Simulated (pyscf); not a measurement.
Thermochemistry of product channels of O=V(Cl)(Cl)–Cl (SMILES [O]=[V]([Cl])([Cl])[Cl]) + H₂ (SMILES [H][H]) on the singlet surface, in kJ/mol, from ωB97M-D3(BJ)/def2-TZVP energies (ideal gas, 1 atm, RRHO with modes under 100 cm⁻¹ raised to 100, one conformer, R ln 2 for chiral ones without a mode under 150 cm⁻¹). Structures and frequencies: ωB97X-D3(BJ)/def2-SVP in PySCF.

```
products                                                      ΔE  ΔH(298 K)  ΔG(298 K)  ΔG(1200 K)
---------------------------------------------------------  -----  ---------  ---------  ----------
HO–VH(Cl)(Cl)–Cl (SMILES [OH][VH]([Cl])([Cl])[Cl])         +86.7     +101.1     +131.4      +223.7
O=VH(Cl)–Cl (SMILES [O]=[VH]([Cl])[Cl]) + HCl (SMILES Cl)    ___     +106.2      +94.4         ___
```

Fill in the missing entries.


- O=VH(Cl)–Cl (SMILES [O]=[VH]([Cl])[Cl]) + HCl (SMILES Cl), ΔE: +103.3
- O=VH(Cl)–Cl (SMILES [O]=[VH]([Cl])[Cl]) + HCl (SMILES Cl), ΔG(1200 K): +65.3

These are energies of the channels, which say nothing of barriers.
